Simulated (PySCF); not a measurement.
# BH2F (SMILES [H]B([H])F) at 4 levels

We compute a comparison of 4 runs (M06-2X/STO-3G, SVWN5/STO-3G, wB97X-V/STO-3G, UMP2/STO-3G) of BH2F. Input form: a Python script.

The calculation is run with PySCF 2.14.0.

7 further runs of the same task are left out: 7 set aside as unsound or not needed.

## 1. Starting point

BH2F has 4 atoms, charge 0, and is taken as a singlet. As SMILES, `[H]B([H])F`. The B1–F4 distance was set to 1.959 Å, away from the relaxed value.

Bond lengths: B1–H2 1.171 Å, B1–H3 1.171 Å. Angles: H2–B1–H3 125.4°. A long bond or contact: B1–F4 1.959 Å.

## 2. The energy at M06-2X/STO-3G (run 1)

run.py reads:

```python
from pyscf import gto, dft

system = gto.Mole()
system.atom = 'B 0.370062 0.606511 -0.000715; H 1.538492 0.523341 0.014315; H -0.238198 1.607491 -0.020765; F -0.650140 -1.065400 0.003230'
system.verbose = 4
system.charge = 0
system.basis = 'sto-3g'
system.max_memory = 1860
system.build()

mf = dft.RKS(system)
mf.xc = 'm06-2x'
mf.conv_tol = 1e-10
mf.grids.level = 5
mf.kernel()
if not mf.converged:
    mf = mf.newton().run(mf.mo_coeff, mf.mo_occ)

e_tot = mf.e_tot
print('E(%s) = %.9f' % ('M06-2X', e_tot))
```

The run is started by

```sh
$ OMP_NUM_THREADS=1 python run.py
```

Standard output:

```text
PySCF version 2.14.0

[... 75 lines left out ...]
converged SCF energy = -123.985036121993
E(M06-2X) = -123.985036122
```

Wall time 2.5 s (1 thread of Arm Neoverse V1, shared host); peak memory 0.17 GiB.

## 3. A single-point energy at SVWN5/STO-3G (run 2)

run.py reads:

```python
from pyscf import gto, dft

mol = gto.M(
    atom='''
B      0.699316     1.146140    -0.001351
H      2.907329     0.988971     0.027051
H     -0.450129     3.037718    -0.039240
F     -1.228587    -2.013314     0.006104
''',
    verbose=4,
    charge=0,
    basis='sto-3g',
    max_memory=1860,
    spin=0,
    unit='bohr',
)

mf = dft.RKS(mol, xc='svwn')
mf.conv_tol = 1e-10
mf.grids.level = 5
mf.kernel()
if not mf.converged:
    mf = mf.newton().run(mf.mo_coeff, mf.mo_occ)

e_tot = mf.e_tot
print('E = %.10f Eh' % e_tot)
```

The run is started by

```sh
$ OMP_NUM_THREADS=1 python run.py
```

Standard output:

```text
PySCF version 2.14.0

[... 78 lines left out ...]
converged SCF energy = -123.032001518681
E = -123.0320015187 Eh
```

Wall time 1.6 s (1 thread of Arm Neoverse V1, shared host); peak memory 0.13 GiB.

Run 3 isn't shown in full; the table further down has it.

## 4. A single-point energy at UMP2/STO-3G (run 4)

input.py reads:

```python
from pyscf import gto, scf, mp

mol = gto.M(
    atom='B 0.370062 0.606511 -0.000715; H 1.538492 0.523341 0.014315; H -0.238198 1.607491 -0.020765; F -0.650140 -1.065400 0.003230',
    basis='sto-3g',
    verbose=3,
    charge=0,
    max_memory=1860,
)

myscf = scf.UHF(mol)
myscf.conv_tol = 1e-10
myscf.kernel()
if not myscf.converged:
    myscf = myscf.newton().run(myscf.mo_coeff, myscf.mo_occ)
for _ in range(3):
    mo, _, stable, _ = myscf.stability(return_status=True)
    if stable:
        break
    myscf.kernel(myscf.make_rdm1(mo, myscf.mo_occ))

pt = mp.MP2(myscf, frozen=2).run()
energy = pt.e_tot
print('Final energy', energy)
```

The run is started by

```sh
$ OMP_NUM_THREADS=1 python input.py
```

Standard output:

```text
converged SCF energy = -123.412197004036  <S^2> = 2.7823077e-11  2S+1 = 1
<class 'pyscf.scf.uhf.UHF'> wavefunction has an internal instability
converged SCF energy = -123.434599593959  <S^2> = 0.5326202  2S+1 = 1.7693165
<class 'pyscf.scf.uhf.UHF'> wavefunction is stable in the internal stability analysis
E(UMP2) = -123.469816431667  E_corr = -0.0352168377079099
E(SCS-UMP2) = -123.475189295751  E_corr = -0.0405897017924929
Final energy -123.46981643166673
```

It took 0.87 s on 1 thread of Arm Neoverse V1, shared host; peak memory 0.12 GiB.

## 5. All runs side by side

```tsv
run	level	nlc grid	integration grid	energy (Eh)	dipole moment (D) of the reference	HOMO energy (eV)	LUMO energy (eV)	wall time
1	M06-2X/STO-3G	–	5	-123.985036	1.26	-6.68	1.88	2.5 s
2	SVWN5/STO-3G	–	5	-123.032002	0.58	-2.46	-0.49	1.6 s
3	wB97X-V/STO-3G	1	5	-123.962156	1.11	-6.92	3.38	11 s
4	UMP2/STO-3G	–	–	-123.469816	0.70	-8.65	5.96	0.87 s
```

## 6. What came out

```
                                          quantity          value
                               run 4: total energy  -123.46982 Eh
       run 4: dipole moment (Hartree–Fock density)         0.70 D
        run 4: HOMO energy (Hartree–Fock orbitals)       -8.65 eV
        run 4: LUMO energy (Hartree–Fock orbitals)        5.96 eV
      run 4: HOMO–LUMO gap (Hartree–Fock orbitals)       14.61 eV
run 4: correlation energy (2 core orbitals frozen)      -35.2 mEh
          run 4: ⟨S²⟩ of the reference determinant          0.533
```

Over runs 1, 2, 3 the dipole moment (its size) runs from 0.58 D (SVWN5/STO-3G) to 1.26 D (M06-2X/STO-3G). Over runs 1, 2, 3 the HOMO–LUMO gap runs from 1.97 eV (SVWN5/STO-3G) to 10.30 eV (wB97X-V/STO-3G). Totals of different functionals can't be ranked against each other. In runs 1, 2, 3, 4 the basis is minimal, so the values are rough. Spin contamination of the reference: run 4 ⟨S²⟩ = 0.53. All runs together took 16 s, the longest 11 s.
